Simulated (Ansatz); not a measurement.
# C2HCl2F (SMILES FC=C(Cl)Cl) at SVWN5/6-31G(d) (spherical functions)

Aim: the energy change on altering one bond length of C2HCl2F at SVWN5/6-31G* (spherical functions), from 2 runs. 

The results are computed with Ansatz 0.2.0.

66 further runs of the same task are left out: 66 set aside as unsound or not needed. Runs told in other sessions of the task aren't counted.

## Step 1: The system as given

C2HCl2F: 6 atoms, total charge 0, spin state singlet. SMILES: `FC=C(Cl)Cl`. Geometry: relaxed at PBE0-D4/def2-TZVP.

Bond lengths: F1–C2 1.325 Å, C2–C3 1.326 Å, C3–Cl4 1.703 Å, C3–Cl5 1.711 Å, C2–H6 1.082 Å. Angles: F1–C2–C3 121.8°, C2–C3–Cl4 122.7°, C2–C3–Cl5 120.2°, Cl4–C3–Cl5 117.2°, F1–C2–H6 114.8°, C3–C2–H6 123.4°.

## Step 2: The energy at SVWN5/6-31G(d) (spherical functions)

in.yaml

```yaml
crystal:
  periodic: [false, false, false]
  atoms:
    - {symbol: F, position_ang: [0.369860, -1.453540, 1.016570]}
    - {symbol: C, position_ang: [0.335170, -0.183710, 0.639080]}
    - {symbol: C, position_ang: [-0.249490, 0.193990, -0.489960]}
    - {symbol: Cl, position_ang: [-1.002700, -0.907170, -1.549080]}
    - {symbol: Cl, position_ang: [-0.269610, 1.845290, -0.936840]}
    - {symbol: H, position_ang: [0.816790, 0.505150, 1.320220]}
basis:
  gaussian:
    orbitals: 6-31G_st_-spherical.json
hamiltonian:
  xc: {name: SVWN5}
output: {orbitals: {seedname: orbitals}}
accuracy: high
```

The basis set 6-31G* is read from a file made from the Basis Set Exchange's data (not shown).

Run with:

```
$ ansatz run in.yaml --threads 1 --pin off --max-ram 3480MiB --events-out events.jsonl --progress --plain --runs-dir runs
```

The program printed:

```text
Warning: RAYON_NUM_THREADS=1 ignored (pool sized by the plan → 1); use --threads N
Functional definition: SVWN5
  name "SVWN5"
  exchange = slater_x
  correlation = vwn5_c
1764 factors; integrals over basis functions are off by at most 5.3e-9 eV
mean field evaluation 1: about -29730.2023 eV, gradient 3.4e1 eV
mean field evaluation 2: about -29726.5922 eV, gradient 4.9e1 eV
mean field evaluation 4: about -29732.9715 eV, gradient 3.4e0 eV
mean field evaluation 8: about -29732.9892 eV, gradient 6.0e-1 eV
mean field evaluation 16: about -29732.9898 eV, gradient 1.8e-5 eV
mean field -29732.98982847 eV, -1092.6672224518 hartree, gradient 4.5e-8 eV, S^2 0.000000; 0 other end points of the search recorded, 0 dependent functions left out
reference -29732.98983072 eV, -1092.6672225348 hartree; 28, 28 occupied and 52, 52 virtual orbitals, 1764 factors
Total energy: -29732.98983072 eV, -1092.6672225348 hartree
```

Run time: 4.2 s. Hardware: 1 thread of Arm Neoverse V1, shared host; peak memory 0.19 GiB.

## Step 3: The distorted shape, same level

run.yaml

```yaml
crystal:
  periodic: [false, false, false]
  atoms:
    - {symbol: F, position_ang: [0.385956, -2.774607, 1.374081]}
    - {symbol: C, position_ang: [0.351266, -1.504777, 0.996591]}
    - {symbol: C, position_ang: [-0.233394, -1.127077, -0.132449]}
    - {symbol: Cl, position_ang: [-0.986604, -2.228237, -1.191569]}
    - {symbol: Cl, position_ang: [-0.269610, 1.845290, -0.936840]}
    - {symbol: H, position_ang: [0.832886, -0.815917, 1.677731]}
basis:
  gaussian: {orbitals: 6-31G_st_-spherical.json}
hamiltonian: {xc: {name: SVWN5}}
accuracy: high
output: {orbitals: {seedname: orbitals}}
```

The basis set 6-31G* is read from a file made from the Basis Set Exchange's data (not shown).

Run with:

```
$ ansatz run run.yaml --threads 1 --pin off --max-ram 3480MiB --events-out events.jsonl --progress --plain --runs-dir runs
```

The program printed:

```text
Warning: RAYON_NUM_THREADS=1 ignored (pool sized by the plan → 1); use --threads N
[... 4 set-up lines as earlier in the session ...]
1691 factors; integrals over basis functions are off by at most 1.3e-8 eV
mean field evaluation 1: about -29723.6030 eV, gradient 4.2e1 eV
mean field evaluation 2: about -29646.5387 eV, gradient 1.3e2 eV
mean field evaluation 4: about -29710.3929 eV, gradient 5.5e1 eV
mean field evaluation 8: about -29729.1210 eV, gradient 2.1e-2 eV
mean field evaluation 16: about -29715.6359 eV, gradient 3.8e1 eV
mean field evaluation 32: about -29727.6405 eV, gradient 7.8e0 eV
mean field -29729.11308254 eV, -1092.5247546669 hartree, gradient 4.7e-8 eV, S^2 0.000000; 3 other end points of the search recorded, 0 dependent functions left out
reference -29729.11308507 eV, -1092.5247547598 hartree; 28, 28 occupied and 52, 52 virtual orbitals, 1691 factors
Total energy: -29729.11308507 eV, -1092.5247547598 hartree
```

Run time: 5.1 s. Hardware: 1 thread of Arm Neoverse V1, shared host; peak memory 0.18 GiB.

## Step 4: Summary of results

Level: SVWN5/6-31G* (spherical functions).

| quantity | value |
| --- | --- |
| first shape: total energy | -1092.66722 Eh |
| first shape: HOMO energy | -6.06 eV |
| first shape: LUMO energy | -1.18 eV |
| first shape: HOMO–LUMO gap | 4.88 eV |
| distorted shape: total energy | -1092.52475 Eh |
| distorted shape: HOMO energy | -6.76 eV |
| distorted shape: LUMO energy | -6.49 eV |
| distorted shape: HOMO–LUMO gap | 0.27 eV |
| energy change with the C3–Cl5 bond stretched from 1.711 to 3.080 Å | 3.877 eV |

**Reading.** One bond (distorted shape) is far stretched, which a spin-restricted single reference describes badly; a broken-symmetry solution may lie lower. With the C3–Cl5 bond stretched from 1.711 to 3.080 Å the energy rises by 3.88 eV (89 kcal/mol). The first shape isn't relaxed at this level, so the change isn't measured from a minimum. A restricted reference can't describe the breaking bond well at this length.
